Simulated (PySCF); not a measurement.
C₄H₉S (doublet state).
Geometry (GFN2-xTB, Å), atoms numbered from 1 in this order:
```
atom  x, y, z in Å
C1     1.388   -0.672   -0.654
C2     0.502    0.568   -0.661
C3    -0.375    0.671    0.588
C4    -1.407   -0.443    0.694
S5    -1.213    2.278    0.596
H6     2.062   -0.645   -1.507
H7     0.795   -1.581   -0.720
H8     1.986   -0.712    0.253
H9     1.133    1.458   -0.716
H10   -0.141    0.559   -1.544
H11    0.258    0.674    1.482
H12   -0.912   -1.403    0.822
H13   -2.059   -0.275    1.549
H14   -2.018   -0.478   -0.205
```

The species is `CC[C@H](C)[S]` [radical].

Level of theory: UKS B3LYP, pcH-1 on C H S, non-relativistic, mean-field spin-orbit, GIAO in PySCF. One conformer (not necessarily the lowest) at the GFN2-xTB geometry, without solvent, vibrations or thermal averaging. The geometry wasn't refined by DFT: couplings that depend on bond lengths, twists or pyramidal angles can differ widely from those at the functional's own minimum, by a factor of two or more for some ions and for spin on atoms past the first row.

Output of the driver script. The program numbers atoms from 0.

```
UKS, coarse grid
  cycle   1  E = -555.97889760  |g| = 3.04e-01
  cycle   2  E = -555.96739806  |g| = 3.35e-01
  cycle   3  E = -556.02390351  |g| = 4.19e-02
  cycle   4  E = -556.02458172  |g| = 2.53e-02
  ...
  cycle  12  E = -556.02491838  |g| = 6.06e-04
  cycle  13  E = -556.02492260  |g| = 5.36e-04
  cycle  14  E = -556.02492294  |g| = 5.53e-04
  cycle  15  E = -556.02491943  |g| = 7.59e-04
  cycle  16  E = -556.02492494  |g| = 4.28e-04
  cycle  17  E = -556.02492465  |g| = 4.86e-04
  cycle  18  E = -556.02490685  |g| = 1.57e-03
  cycle  19  E = -556.02487433  |g| = 4.90e-03
  cycle  20  E = -556.02492710  |g| = 1.92e-04
  cycle  21  E = -556.02492556  |g| = 1.73e-04
  cycle  22  E = -556.02490418  |g| = 8.53e-04
  cycle  23  E = -556.02487966  |g| = 3.57e-03
  cycle  24  E = -556.02488962  |g| = 1.96e-03
  cycle  25  E = -556.02488489  |g| = 2.35e-03
  cycle  26  E = -556.02487519  |g| = 3.66e-03
  cycle  27  E = -556.02487945  |g| = 3.11e-03
  cycle  28  E = -556.02489165  |g| = 3.35e-04
  cycle  29  E = -556.02487504  |g| = 3.63e-03
  cycle  30  E = -556.02488977  |g| = 6.15e-04
  cycle  31  E = -556.02489087  |g| = 8.97e-05
  cycle  32  E = -556.02489036  |g| = 6.38e-05
  cycle  33  E = -556.02488902  |g| = 9.88e-05
  cycle  34  E = -556.02488583  |g| = 7.90e-04
  cycle  35  E = -556.02488616  |g| = 3.97e-04
  cycle  36  E = -556.02488630  |g| = 3.11e-05
  cycle  37  E = -556.02488628  |g| = 4.45e-05
  cycle  38  E = -556.02488628  |g| = 8.29e-06
E = -556.02488628 Eh   <S^2> = 0.7527 (exact 0.7500)
g shifts (ppm)      1          2          3
  rmc          -219       -219       -219
  gc            -13         52         36
  oz_so          71      18618    1085467
  total        -147      18455    1085310
hyperfine (MHz)  atom isotope    a_iso     a_fc   dipolar eigenvalues
    0   13C      -1.26      -1.26     -0.25     -0.06      0.32
    1   13C      -0.36      -0.36     -0.87     -0.47      1.34
    2   13C     -14.22     -14.22     -2.75     -1.74      4.49
    3   13C      29.01      29.01     -2.68     -2.42      5.10
    4   33S      14.71      14.71    -88.63    -87.16    175.79
    5    1H      -0.37      -0.37     -0.67     -0.60      1.27
    6    1H       0.37       0.37     -0.84     -0.79      1.64
    7    1H       0.91       0.91     -0.99     -0.86      1.85
    8    1H      -1.10      -1.10     -2.95     -2.55      5.49
    9    1H      -0.96      -0.96     -2.74     -2.39      5.13
   10    1H      79.79      79.79     -5.65     -1.91      7.56
   11    1H       9.23       9.23     -2.16     -1.34      3.50
   12    1H       0.15       0.15     -3.36     -2.30      5.66
   13    1H      -1.83      -1.83     -3.97     -1.94      5.91
```

Q: The SCF converged. Why should these EPR parameters still be doubted?

A: The largest g shift is +1.085, past the limit of 0.03 at which the run flags a species of elements up to argon. The orbital-Zeeman/spin–orbit term is second order, a sum of spin–orbit matrix elements over excitation energies, so it grows and becomes less reliable as an excited state comes close; a shift this large should be checked with a method that treats spin–orbit coupling variationally or among several states. The contact and dipolar couplings don't rest on that expansion, but they belong to the state that the SCF found, and a close-lying state with the spin in another orbital would have other couplings; no stability test was run. The run left out the spin–orbit part of the hyperfine coupling. The SCF also ends 41 μEh above an earlier cycle on the same grid, and no stability test was run: the final determinant isn't the lowest that the run met.

The run took 58 s of wall time (with the writing of density and orbital grids) on one thread of an Arm Neoverse V2, shared host with 96 logical CPUs at a one-minute load of 19, and the process peaked at 0.82 GiB of memory.
